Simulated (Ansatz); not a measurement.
# CH5AlCl: the cost of one run

All numbers are computed with the Python package of Ansatz 0.2.0. Level of theory: MP2/def2-SVP.

## 1. Starting point

Bond lengths: Al1–C2 1.991 Å, C2–Cl3 1.778 Å, Al1–H4 1.597 Å, Al1–H5 1.597 Å, Al1–H6 1.597 Å, C2–H7 1.109 Å, C2–H8 1.109 Å. Angles: Al1–C2–Cl3 109.4°, Al1–C2–H7 109.4°, Al1–C2–H8 109.4°, Cl3–C2–H7 109.5°, Cl3–C2–H8 109.5°, H7–C2–H8 109.5°, C2–Al1–H4 109.4°, C2–Al1–H5 109.4°, C2–Al1–H6 109.4°, H4–Al1–H5 109.6°, H4–Al1–H6 109.5°, H5–Al1–H6 109.6°.

No structure file is read: the coordinates are typed or built in the script.

## 2. Script

Input file scan_ch5alcl.py:

```python
"""Potential curve of CH5AlCl(-) along one bond."""

import ansatz as az
import numpy as np

system = (
    az.Crystal.molecule()
    .atom("Al", (0.9581, 0.1255, 0.006))
    .atom("C", (-0.9883, -0.291, -0.0353))
    .atom("Cl", (-1.9175, 1.1976, 0.2493))
    .atom("H", (1.34, 0.7296, 1.434))
    .atom("H", (1.7917, -1.2121, -0.2498))
    .atom("H", (1.2954, 1.1926, -1.133))
    .atom("H", (-1.2242, -1.0319, 0.7559))
    .atom("H", (-1.2552, -0.7103, -1.0271))
)

symbols = [site.symbol for site in system.cartesian_sites]
start = np.array([site.position_ang for site in system.cartesian_sites])
axis = (start[5] - start[0]) / np.linalg.norm(start[5] - start[0])
moving = [5]
lengths, energies = [1.405, 1.469, 1.533, 1.597, 1.661, 1.725, 1.788, 1.884], []
for length in lengths:
    xyz = start.copy()
    xyz[moving] += (length - np.linalg.norm(start[5] - start[0])) * axis
    point = az.Crystal.molecule()
    for symbol, place in zip(symbols, xyz):
        point = point.atom(symbol, place.tolist())
    calculation = (
        point.calculation()
        .basis(gaussian="def2-SVP")
        .correlation("mp2")
        .charge(-1)
    )
    r = calculation.run().report
    energies.append(r["free_energy_ev"])
    print(f"r = {length:6.3f} A  E = {energies[-1]:.5f} eV  <S^2> = {abs(r['mean_field']['state']['spin_squared']):.3f}")

# quartic fit about the minimum
fit = np.polynomial.Polynomial.fit(lengths, np.array(energies) - min(energies), 4).convert()
roots = [r.real for r in fit.deriv().roots() if abs(r.imag) < 1e-9 and fit.deriv(2)(r.real) > 0]
r_e = min(roots, key=lambda r: abs(r - lengths[int(np.argmin(energies))]))
print(f"minimum of the fit at {r_e:.4f} A, force constant {fit.deriv(2)(r_e):.2f} eV/A^2")
```

## 3. Launch

Command:

```console
$ python scan_ch5alcl.py
```

**Question.** How long does this script take on 1 thread of Arm Neoverse V1, shared host, and how much memory does it need?

About 6.4 s, with a peak of 0.19 GiB.
